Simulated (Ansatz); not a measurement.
## NbAu2: computed properties

The calculation used DFT r2SCAN, scalar-relativistic, plane waves, PAW (Ansatz).

Cutoff 500 eV; k points 12×12×16 on the computed 3-atom cell (Γ-centred); Gaussian smearing, width 0.10 eV; no spin polarisation.

The structure is relaxed at this level of theory with its symmetry kept. Whether it is the stable form of this composition wasn't checked.

```xyz
3
Lattice="4.6611 0.0000 0.0000 -2.3306 4.0366 0.0000 0.0000 0.0000 2.7436" Properties=species:S:1:pos:R:3 pbc="T T T"
Nb    0.0000    0.0000    0.0000
Au    0.0000    2.6911    1.3718
Au    2.3306    1.3455    1.3718
```

```
Space group                                                       : P6/mmm (No. 191)
Volume per atom                                                   : 17.21 Å³
Formation energy from the elements' standard states (uncorrected) : -0.164 eV/atom
Generalised Kohn–Sham band gap                                    : none (metal)
Density of states at the Fermi level                              : 0.83 states/eV per cell
Löwdin character within 0.5 eV of the Fermi level                 : Nb 4d 75 %, Au 5d 14 %, unprojected 7 %
Bulk modulus                                                      : 195 GPa
Its pressure derivative                                           : 5.1
Bader charges (e)                                                 : Nb (1 in the cell) 1.21, Au (2 in the cell) -0.61
```

Spin-orbit coupling is left out, which matters for the bands of heavy elements.

Cost: 9 runs of about 16 core-minutes in all, on Arm Neoverse V1 (shared hosts).